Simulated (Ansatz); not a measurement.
Compare A (`CCC(C)(C)CC`) with its isomer B (`CCCCC(C)C`).

Isolated molecules relaxed with PBE0-D4/def2-TZVP in Ansatz; ΔE leaves out vibrations. CCSD(T)/CBS is the MP2 limit (def2-TZVPP, def2-QZVPP) plus CCSD(T) − MP2 in def2-TZVPP, frozen cores. Functionals use def2-TZVPP. B3LYP here is the variant with VWN-RPA as its local correlation; programs differ in this. One conformer a species, not always the lowest.

A:

Z-matrix (Å, degrees):
```
C
C 1 1.520
H 1 1.092 2 110.5
H 1 1.092 2 112.0 3 119.6
H 1 1.093 2 111.9 3 -119.5
C 2 1.536 1 116.2 3 -178.5
H 2 1.096 1 109.2 3 -56.6
H 2 1.095 1 109.1 3 58.3
C 6 1.527 2 110.2 1 64.4
C 6 1.527 2 108.1 1 -177.4
C 6 1.536 2 111.9 1 -55.9
H 9 1.093 6 111.8 2 -64.1
H 9 1.094 6 111.0 2 56.6
H 9 1.094 6 110.6 2 176.2
H 10 1.093 6 111.8 2 58.5
H 10 1.094 6 111.0 2 179.1
H 10 1.094 6 110.6 2 -61.2
C 11 1.520 6 116.2 2 -55.9
H 11 1.097 6 107.6 2 -178.7
H 11 1.095 6 108.6 2 67.5
H 18 1.092 11 110.5 6 -178.6
H 18 1.093 11 111.9 6 61.9
H 18 1.092 11 112.0 6 -59.0
```

B:

Z-matrix (Å, degrees):
```
C
C 1 1.519
H 1 1.094 2 111.1
H 1 1.094 2 111.1 3 -119.5
H 1 1.092 2 111.7 3 120.2
C 2 1.520 1 113.0 3 59.8
H 2 1.096 1 109.7 3 -178.1
H 2 1.096 1 109.6 3 -62.2
C 6 1.520 2 113.1 1 -179.8
H 6 1.096 2 108.8 1 -57.1
H 6 1.098 2 109.2 1 58.2
C 9 1.526 6 115.2 2 -175.8
H 9 1.097 6 108.7 2 -53.8
H 9 1.099 6 109.4 2 61.3
C 12 1.522 9 112.3 6 -62.9
C 12 1.522 9 110.4 6 173.4
H 12 1.099 9 107.6 6 55.8
H 15 1.093 12 111.0 9 -178.9
H 15 1.092 12 112.2 9 60.7
H 15 1.095 12 110.5 9 -59.6
H 16 1.093 12 111.4 9 -177.8
H 16 1.095 12 110.6 9 62.5
H 16 1.093 12 111.4 9 -57.2
```

(1) Which isomer does CCSD(T)/CBS put lower? Give the gap. (An estimate is asked.)

(2) Give E(B) − E(A) in kJ/mol with MP2/def2-TZVPP, B2PLYP, PBE-D4, ωB97M-V, CCSD(T)/def2-TZVPP, B3LYP-D4, LDA (SPW92). (Estimate.)

Largest T1 diagnostic: 0.009.

Results:

(1) Computed: A, by 3.8 kJ/mol.

(2) The calculation gave: MP2/def2-TZVPP 8.7, B2PLYP -4.4, PBE-D4 -0.2, ωB97M-V 3.5, CCSD(T)/def2-TZVPP 4.8, B3LYP-D4 -0.2, LDA (SPW92) 6.8. The order is the other way round with B2PLYP.

From BLYP to BHLYP (50 % exact exchange), in def2-TZVPP and without D4, E(B) − E(A) moves by +4.8 kJ/mol. The D4 term adds +12.1 kJ/mol with B3LYP and +6.8 kJ/mol with PBE0; it sums over pairs of atoms, weighted by their polarisabilities, and B3LYP, whose exchange is more repulsive, gets the larger term.
